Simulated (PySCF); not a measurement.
Gas-phase reaction: 2 N + SiH₄ = H₂SiNH + NH

Energies from PySCF (xtb for GFN2), thermal terms from the rigid-rotor harmonic-oscillator model, ideal gas at 1 bar. † marks an energy on the PBE0/def2-TZVP geometry and frequencies; other levels use their own. MP2 freezes the core. Open shells (unrestricted): N (multiplicity 4), NH (multiplicity 3); the rest are closed-shell singlets. GFN2 has no spin-polarisation term. H₂SiNH: computed as isolated molecules; such fragments, hydroxides, amides, oligomers or adducts are transient or little studied in the gas. MP2 isn't extrapolated to the basis-set limit; its ΔH°(298 K) is -366.7 kJ in def2-SVP and -437.3 kJ in def2-TZVPP. The harmonic model lacks anharmonicity and excited electronic states, which grow with temperature; levels with a mode under 35 cm⁻¹ are left out.

ΔH° and ΔS° at 298 K: GFN2-xTB -1025 kJ, -84 J/K; MP2/def2-TZVPP† -437 kJ, -85 J/K; PBE/def2-SVP -506 kJ, -84 J/K; PBE/def2-TZVP† -524 kJ, -85 J/K; PBE0/def2-TZVP -459 kJ, -85 J/K.

### Question
With the heat capacities included, give log10 K (1 bar) at 600, 1400, 1800, 2000, 2500 K from GFN2-xTB, MP2/def2-TZVPP†, PBE/def2-SVP, PBE/def2-TZVP†, PBE0/def2-TZVP.

### Answer
```
T (K)  GFN2-xTB  MP2/def2-TZVPP†  PBE/def2-SVP  PBE/def2-TZVP†  PBE0/def2-TZVP
-----  --------  ---------------  ------------  --------------  --------------
600        84.8             33.6          39.6            41.2            35.5
1400       33.6             11.7          14.3            14.9            12.5
1800       25.0              8.0          10.0            10.5             8.6
2000       22.0              6.7           8.5             9.0             7.2
2500       16.6              4.3           5.8             6.1             4.8
```
